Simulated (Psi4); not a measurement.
# C2HCl2F (SMILES FC=C(Cl)Cl), step by step

We compute a geometry optimisation (B3LYP-D3(BJ)/def2-SVP), then the harmonic vibrations, then the vertical excitations (TDA-B3LYP/def2-SVP) of C2HCl2F. 

The results are computed with Psi4 1.11.

**1. The molecule**

The species is C2HCl2F (6 atoms), meant as a singlet with charge 0. SMILES: `FC=C(Cl)Cl`. All atoms were displaced at random from a relaxed shape. The run starts from this shape.

Bond lengths: F1–C2 1.337 Å, C2–C3 1.396 Å, C3–Cl4 1.742 Å, C3–Cl5 1.607 Å, C2–H6 0.970 Å. Angles: F1–C2–C3 124.8°, C2–C3–Cl4 120.2°, C2–C3–Cl5 118.6°, Cl4–C3–Cl5 120.0°, F1–C2–H6 108.1°, C3–C2–H6 127.1°.

**2. A structure relaxation at B3LYP-D3(BJ)/def2-SVP (density fitting) (run 1)**

The input, job.inp:

```
memory 1600 MB

molecule {
  0 1
  F      0.466079    -1.380713     1.049851
  C      0.378639    -0.116280     0.622863
  C     -0.184493     0.276866    -0.592543
  Cl    -0.998579    -0.887963    -1.599880
  Cl    -0.329614     1.846903    -0.901744
  H      0.784493     0.456703     1.291807
  symmetry c1
}

set {
  reference rks
  geom_maxiter 60
}

e_tot = opt("b3lyp-d3bj/def2-SVP")
print_variables()
```

The run is started by

```bash
$ psi4 -i job.inp -o job.out -n 1
```

job.out:

```text
[...]
  Running in c1 symmetry.
[...]
  Nuclear repulsion =  265.134775350073085
[...]
  Multiplicity = 1
[...]
  Nalpha       = 28
  Nbeta        = 28
[...]
    Number of basis functions: 83
[...]
   @DF-RKS iter   1: -1096.47197678205430    1.50902e-01   5.63894e-03 DIIS/ADIIS
[...]
   @DF-RKS iter   7: -1096.62166113266539   -1.81899e-12   3.93026e-09 DIIS
[...]
  @DF-RKS Final Energy: -1096.62166113266539
   => Energetics <=
    Nuclear Repulsion Energy =            262.4869737454976644
    One-Electron Energy =               -2034.7620821765210621
    Two-Electron Energy =                 738.6816289364220438
    DFT Exchange-Correlation Energy =     -63.0180560871005895
    Empirical Dispersion Energy =          -0.0101255509635651
    VV10 Nonlocal Energy =                  0.0000000000000000
    Total Energy =                      -1096.6216611326656221
[...]
  -Total Gradient:
     Atom            X                  Y                   Z
    ------   -----------------  -----------------  -----------------
       1        0.000003964045     0.000064454918    -0.000008101731
       2       -0.000012058950    -0.000081279155    -0.000017968763
       3       -0.000007866493     0.000059038633    -0.000010858315
       4        0.000011825235     0.000023208370     0.000017085659
       5        0.000015540877    -0.000021268245     0.000023849932
       6        0.000016166935     0.000049323780     0.000028025651
[...]
```

On the terminal:

```text
Optimizer: Optimization complete!
```

It took 29 s on 1 thread of Intel Xeon 6975P-C (Granite Rapids), shared host; peak memory 0.56 GiB.

Step by step:

```tsv
step	energy from the first frame kept (eV)	largest force (eV/Å)
0	0.0000	7.5188
1	-0.6811	1.4004
2	-0.7307	0.5233
3	-0.7343	0.3900
4	-0.7417	0.1220
5	-0.7420	0.0559
6	-0.7420	0.0150
7	-0.7420	0.0043
```

After the run. Bond lengths: F1–C2 1.328 Å, C2–C3 1.339 Å, C3–Cl4 1.727 Å, C3–Cl5 1.733 Å, C2–H6 1.092 Å. Angles: F1–C2–C3 122.1°, C2–C3–Cl4 122.2°, C2–C3–Cl5 120.6°, Cl4–C3–Cl5 117.2°, F1–C2–H6 115.0°, C3–C2–H6 122.9°.

**3. Vibrational wavenumbers at B3LYP-D3(BJ)/def2-SVP (density fitting) (run 2)**

The input, input.dat:

```
memory 1600 MB

molecule {
  0 1
  F      0.434790    -1.428090     0.997113
  C      0.359506    -0.151950     0.635790
  C     -0.241746     0.232186    -0.496744
  Cl    -0.968561    -0.898282    -1.580703
  Cl    -0.317528     1.907786    -0.930683
  H      0.822930     0.552066     1.330107
  symmetry c1
}

set t 298.15
set rotational_symmetry_number 1

freq("b3lyp-d3(bj)/def2-SVP")
```

The run is started by

```bash
$ psi4 -i input.dat -o output.dat -n 1
```

output.dat:

```text
[...]
  Running in c1 symmetry.
[...]
  Nuclear repulsion =  262.486969685516272
[...]
  Multiplicity = 1
[...]
  Nalpha       = 28
  Nbeta        = 28
[...]
    Number of basis functions: 83
[...]
   @DF-RKS iter   1: -1096.51871425222203    8.80037e-03   5.29370e-03 DIIS/ADIIS
[...]
   @DF-RKS iter  12: -1096.62165914690490   -2.27374e-13   3.27373e-09 DIIS
[...]
  @DF-RKS Final Energy: -1096.62165914690490
   => Energetics <=
    Nuclear Repulsion Energy =            262.4975904841107877
    One-Electron Energy =               -2034.7823072163153029
    Two-Electron Energy =                 738.6917109826526939
    DFT Exchange-Correlation Energy =     -63.0185268194185113
    Empirical Dispersion Energy =          -0.0101265779345644
    VV10 Nonlocal Energy =                  0.0000000000000000
    Total Energy =                      -1096.6216591469049035
[...]
  -Total Gradient:
     Atom            X                  Y                   Z
    ------   -----------------  -----------------  -----------------
       1       -0.000023197501     0.000005404601    -0.000066040342
       2        0.000453199088     0.000519273604     0.000857909845
       3        0.000033824507     0.000140369259     0.000019854237
       4        0.000029862787     0.000015134314     0.000020193446
       5        0.000011678372    -0.000029063201     0.000033513283
       6       -0.000477932411    -0.000557508050    -0.000833629384
[...]
  ==> Harmonic Vibrational Analysis <==
[...]
  Freq [cm^-1]                 198.7239            268.8089            283.8512
[...]
  Freq [cm^-1]                 458.1281            465.8416            664.7578
[...]
  Freq [cm^-1]                 828.7308            955.0745           1192.3636
[...]
  Freq [cm^-1]                1304.4263           1726.0355           3221.9492
[...]
```

The script printed:

```text
Warning: used thermodynamics relations inappropriate for low-frequency modes: ['198.7239' '268.8089' '283.8512' '458.1281' '465.8416']
```

Wall time 2.1 min (1 thread of Intel Xeon 6975P-C (Granite Rapids), shared host); peak memory 0.56 GiB.

**4. The vertical excitations at TDA-B3LYP/def2-SVP (density fitting, save jk yes) (run 3)**

The input, job.in:

```
memory 1.6 GB

molecule {
  0 1
  F      0.434790    -1.428090     0.997113
  C      0.359506    -0.151950     0.635790
  C     -0.241746     0.232186    -0.496744
  Cl    -0.968561    -0.898282    -1.580703
  Cl    -0.317528     1.907786    -0.930683
  H      0.822930     0.552066     1.330107
  units angstrom
}

set {
  basis def2-SVP
  save_jk true
}

from psi4.driver.procrouting.response.scf_response import tdscf_excitations
result, w = energy("b3lyp", return_wfn=True)
states = tdscf_excitations(w, states=6, tda=True)
```

The run is started by

```bash
$ psi4 job.in job.out -n 1
```

job.out:

```text
[...]
  Running in c1 symmetry.
[...]
  Nuclear repulsion =  262.486969685516272
[...]
  Multiplicity = 1
[...]
  Nalpha       = 28
  Nbeta        = 28
[...]
    Number of basis functions: 83
[...]
   @DF-RKS iter   1: -1096.50858870088450    8.80037e-03   5.29370e-03 DIIS/ADIIS
[...]
   @DF-RKS iter   9: -1096.61153558111710   -3.20210e-09   3.27650e-07 DIIS
[...]
  @DF-RKS Final Energy: -1096.61153558111710
   => Energetics <=
    Nuclear Repulsion Energy =            262.4869696855162715
    One-Electron Energy =               -2034.7620568957333944
    Two-Electron Energy =                 738.6816062558442582
    DFT Exchange-Correlation Energy =     -63.0180546267440036
    Empirical Dispersion Energy =           0.0000000000000000
    VV10 Nonlocal Energy =                  0.0000000000000000
    Total Energy =                      -1096.6115355811168683
[...]
 Multipole Moments:
 ------------------------------------------------------------------------------------
     Multipole            Electronic (a.u.)      Nuclear  (a.u.)        Total (a.u.)
 ------------------------------------------------------------------------------------
 L = 1.  Multiply by 2.5417464519 to convert [e a0] to [Debye]
 Dipole X            :         -0.8131858            0.9829864            0.1698006
 Dipole Y            :         -0.7813962            1.0967907            0.3153946
 Dipole Z            :         -1.2994169            1.5435376            0.2441207
 Magnitude           :                                                    0.4334754
[...]
                                    Excitation Energy         Total Energy        Oscillator Strength             Rotatory Strength
[...]
Excited State    1 (1 A):   0.22852 au   199.38 nm f = 0.0009
[...]
Excited State    3 (1 A):   0.26325 au   173.08 nm f = 0.0001
[...]
```

Wall time 12 s (1 thread of Intel Xeon 6975P-C (Granite Rapids), shared host); peak memory 0.51 GiB.

The roots found:

```tsv
excited state	energy (eV)	strength	label
1	6.218	0.0009	A 1
2	6.318	0.0050	A 1
3	7.163	0.0001	A 1
4	7.261	0.4241	A 1
5	7.729	0.0120	A 1
6	7.776	0.0001	A 1
```

**5. Summary of results**

| quantity | value |
| --- | --- |
| run 1, B3LYP-D3(BJ)/def2-SVP: total energy at the end | -1096.62166 Eh |
| run 1, B3LYP-D3(BJ)/def2-SVP: dipole moment | 1.10 D |
| run 1, B3LYP-D3(BJ)/def2-SVP: HOMO energy | -6.98 eV |
| run 1, B3LYP-D3(BJ)/def2-SVP: LUMO energy | -0.41 eV |
| run 1, B3LYP-D3(BJ)/def2-SVP: HOMO–LUMO gap | 6.57 eV |
| run 1, B3LYP-D3(BJ)/def2-SVP: dispersion energy | -26.58 kJ/mol |
| run 2, B3LYP-D3(BJ)/def2-SVP: lowest harmonic wavenumber | 199 cm⁻¹ |
| run 2, B3LYP-D3(BJ)/def2-SVP: highest harmonic wavenumber | 3222 cm⁻¹ |
| run 2, B3LYP-D3(BJ)/def2-SVP: zero-point energy | 69.2 kJ/mol |
| run 2, B3LYP-D3(BJ)/def2-SVP: ideal-gas entropy at 298.15 K (symmetry number 1 as used) | 75.1 cal/(mol K) |
| run 3, TDA-B3LYP/def2-SVP: ground-state or mean-field energy | -1096.61154 Eh |
| run 3, TDA-B3LYP/def2-SVP: dipole moment (B3LYP Kohn–Sham density) | 1.10 D |
| run 3, TDA-B3LYP/def2-SVP: HOMO energy (B3LYP Kohn–Sham orbitals) | -6.98 eV |
| run 3, TDA-B3LYP/def2-SVP: LUMO energy (B3LYP Kohn–Sham orbitals) | -0.41 eV |
| run 3, TDA-B3LYP/def2-SVP: HOMO–LUMO gap (B3LYP Kohn–Sham orbitals) | 6.57 eV |
| run 3, TDA-B3LYP/def2-SVP: lowest excitation energy | 6.22 eV |

In words: The optimisation (run 1, B3LYP-D3(BJ)/def2-SVP) took 8 steps and changed the energy by -0.742 eV. All 12 modes (run 2, B3LYP-D3(BJ)/def2-SVP) are real, so the shape is a minimum at this level. The brightest of the 6 transitions from the ground state lies at 7.26 eV (171 nm, f = 0.424); the lowest, at 6.22 eV, has f = 0.001. The basis has no diffuse functions, so Rydberg states are missing or pushed up, and the true lowest state may lie lower. Roots above 7.0 eV lie over the negative of the HOMO energy, where those of Rydberg kind are poorly described; valence roots are less touched.
